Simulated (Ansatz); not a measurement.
in.yaml

```yaml
crystal:
  periodic: [false, false, false]
  atoms:
    - {symbol: Al, position_ang: [0.000000, 0.000000, 0.014977]}
    - {symbol: O, position_ang: [0.000000, 0.000000, -2.802770]}
    - {symbol: H, position_ang: [0.000000, 0.000000, 2.787793]}
basis:
  gaussian: {orbitals: 6-31G}
magnetization: {spin_polarized: false}
correlation: {method: ccsdtq, electrons: outside_noble_gas}
```

```sh
$ ansatz run in.yaml --threads 1 --pin off --events-out ev --progress --plain --max-ram 2393MiB
```

The program prints:

```
430 factors; integrals over basis functions are off by at most 5.1e-8 eV
mean field evaluation 1: about -8602.5795 eV, gradient 6.7e1 eV
mean field evaluation 2: about -8602.5798 eV, gradient 6.7e1 eV
mean field evaluation 4: about -8605.4024 eV, gradient 6.5e1 eV
mean field evaluation 8: about -8626.1416 eV, gradient 1.2e1 eV
mean field evaluation 16: about -8626.5979 eV, gradient 2.9e-6 eV
mean field evaluation 32: about -8611.6847 eV, gradient 1.5e1 eV
mean field evaluation 64: about -8625.8501 eV, gradient 2.0e-3 eV
mean field evaluation 96: about -8625.9798 eV, gradient 1.7e0 eV
mean field evaluation 128: about -8619.5030 eV, gradient 6.3e0 eV
mean field evaluation 160: about -8612.4754 eV, gradient 1.7e1 eV
...
mean field -8626.59790639 eV, -317.0216257419 hartree, gradient 8.6e-7 eV, S^2 0.000000; 9 other end points of the search recorded, 0 dependent functions left out; unrestricted orbitals would lower it
...
determinant -8626.59790639 eV, -317.0216257419 hartree, with singles and doubles -8631.63649258 eV, -317.2067903691 hartree
determinant -8625.85011826 eV, -316.9941450350 hartree, with singles and doubles -8629.95802502 eV, -317.1451078238 hartree
determinant -8619.01214340 eV, -316.7428540938 hartree, with singles and doubles -8623.93279106 eV, -316.9236845597 hartree
unrestricted determinant -8629.64414834 eV, -317.1335730687 hartree, S^2 1.9803
6 core orbitals not correlated: weight in the atoms' cores, before any rotation towards them, 1.000 or more for the frozen orbitals, at most 0.000 for the correlated occupied ones
reference -8626.59790639 eV, -317.0216257419 hartree; 5, 5 occupied and 13, 13 virtual orbitals, 430 factors
second order -3.36608761 eV of doubles, -0.00000000 eV of singles
...
cycle   2  -6.29316826 eV  change   -1.5e-7 eV  update   3.1e-6
cycle   3  -6.29316833 eV  change   -7.4e-8 eV  update   2.5e-6
cycle   4  -6.29316855 eV  change   -2.2e-7 eV  update   9.9e-7
cycle   5  -6.29316900 eV  change   -4.6e-7 eV  update   1.4e-6
cycle   6  -6.29316935 eV  change   -3.5e-7 eV  update   1.5e-6
cycle   7  -6.29316944 eV  change   -8.5e-8 eV  update   1.7e-6
cycle   8  -6.29316953 eV  change   -8.9e-8 eV  update   7.7e-7
cycle   9  -6.29316959 eV  change   -6.7e-8 eV  update   1.3e-7
cycle  10  -6.29316963 eV  change   -3.8e-8 eV  update   1.7e-7
cycle  11  -6.29316965 eV  change   -2.3e-8 eV  update   1.7e-7
WARN: these amplitudes may be one of several solutions (largest doubles amplitude 0.97, level shift 0.00 eV)
WARN: in the space of 8 natural orbitals, full CI finds another state of this spin 0.202 eV below this run's state, or below the method's energy where it doesn't find this run's state
Total energy: -8632.89107605 eV, -317.2528954610 hartree
```

The T1 diagnostic is 0.238, too large for the energy to be relied on. The program found a lower state of this spin, so this energy isn't the lowest state's.

Ran on 1 thread of Arm Neoverse N1, shared host: 53 s wall, 0.18 GiB peak host memory.
